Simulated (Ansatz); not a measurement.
**Pulling the pair apart**

The pair of H₃O⁺ (SMILES [OH3+], atoms 1–4) and HCN (SMILES C#N, atoms 5–7), both closed shells, in one local arrangement (a lower one may exist), relaxed at PBE0-D4/def2-TZVP:

```xyz
7
angstrom
O -0.6562 0.2140 -1.4123
H -1.6146 0.3447 -1.4286
H -0.1658 0.0386 -0.3707
H -0.2232 0.8504 -1.9983
C 0.8953 -0.4870 1.7540
N 0.3970 -0.2293 0.7662
H 1.3674 -0.7315 2.6898
```

HCN is shifted rigidly along the line between the mean atom positions of the two fragments (negative: closer). Counterpoise interaction energies in kJ/mol. Ansatz 0.2.0; basis: def2-TZVPPD; cores frozen in the correlated methods. B3LYP uses VWN-RPA correlation.

```csv
shift (Å),B3LYP-D4,r2SCAN-D4,wB97M-V
-0.13,-195.5,-199.1,-189.3
-0.06,-205.1,-208.5,-199.0
0.00,-208.4,-211.5,-202.4
0.06,-207.2,-210.0,-201.4
0.16,-200.8,-202.9,-195.2
0.32,-181.1,-181.9,-176.1
0.65,-137.7,-136.8,-134.2
1.30,-77.1,-76.2,-75.7
```

Problem. What does CCSD(T) give at these shifts? (An estimate is asked for; the value comes from the calculation.)

Solution. By the calculation: -187.4, -196.8, -200.0, -198.8, -192.3, -172.8, -131.0, -74.3 kJ/mol. For zero shift, CCSD(T) at an estimated basis limit (MP2 extrapolated from triple and quadruple zeta, plus CCSD(T) − MP2 in triple zeta) gives -203.3 kJ/mol. These are counterpoise interaction energies, counted from the two frozen fragments.

No T1 diagnostic of these runs exceeds 0.013.

For scale, one of the runs: CCSD(T)/def2-TZVPPD, 182 basis functions, launched by `ansatz run in.yaml --threads 2 --pin off --events-out ev --progress --plain --max-ram 5222MiB`. Hardware: 2 CPU threads of an Arm Neoverse V1, shared host. Wall time 35 s; peak host memory 1.8 GiB.
